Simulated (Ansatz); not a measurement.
A made-up structure of CH3MgO (charge -1), singlet:

C1  (-0.859, 0.801, -0.656)
Mg2  (0.514, -0.481, 0.393)
O3  (-1.758, 1.642, -1.343)
H4  (-0.159, -2.032, 0.710)
H5  (1.963, -0.743, -0.497)
H6  (0.979, 0.177, 1.913)
(Å)

It is relaxed with PBE-D4/def2-SVPD and then PBE0-D4/def2-TZVPD (Ansatz 0.2.0). Atoms count as bonded within 1.22 times the sum of their covalent radii (H–H: 0.88 Å). The end point is not checked to be a true minimum.

Problem. Does its bonding change? (A judgement: the text doesn't fix the answer.)

Solution. The calculation gives: Yes. Formed: C1–H6; broken: Mg2–H6.

Where it ends: The first stage lowers the energy by 2.78 eV in 36 steps. It ends as CH₃MgO ([O][CH][MgH2]), total charge -1:
```csv
atom,x (Å),y (Å),z (Å)
C1,-0.4408,0.9189,0.1755
Mg2,0.6176,-1.0323,0.0130
O3,-1.2289,1.3229,-0.6740
H4,-0.1716,-2.4673,0.7424
H5,2.2210,-1.0407,-0.7895
H6,-0.3159,1.6631,1.0530
```

Labels in which every atom is bracketed show which atoms are joined, not bond orders.

For scale, one of the runs: PBE0-D4/def2-TZVPD relaxation, 139 basis functions, launched by `ansatz run in.yaml --threads 2 --pin off --events-out ev --progress --plain --max-ram 4352MiB`. Hardware: 2 CPU threads of an Arm Neoverse V2, shared host. Wall time about 42 s.
